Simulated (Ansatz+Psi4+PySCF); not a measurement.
A calculation with Ansatz (development build ahead of 0.2.0).

```yaml
crystal:
  periodic: [false, false, false]
  atoms:
    - { symbol: O, position_ang: [0.11926, 0.0, 0.0] }
    - { symbol: H, position_ang: [-0.47705, 0.76324, 0.0] }
    - { symbol: H, position_ang: [-0.47705, -0.76324, 0.0] }
basis:
  gaussian: { orbitals: cc-pVTZ }
hamiltonian:
  xc: hf
correlation:
  method: mp2
  frozen_orbitals: { H: 0, O: 1 }
```

The input is written out in the form of the current development build from the run's settings.

Results

```yaml
Converged: yes
Reference_energy: -76.05614 hartree
Correlation_energy: -0.26233 hartree
Total_energy: -76.31847 hartree
Spin_squared_of_the_determinant: 0.000
Stability_test: minimum among restricted orbitals
Occupied_orbitals_by_symmetry_in_an_Abelian_subgroup_alpha;_beta: 3 A1 1 B1 1 B2; 3 A1 1 B1 1 B2
```
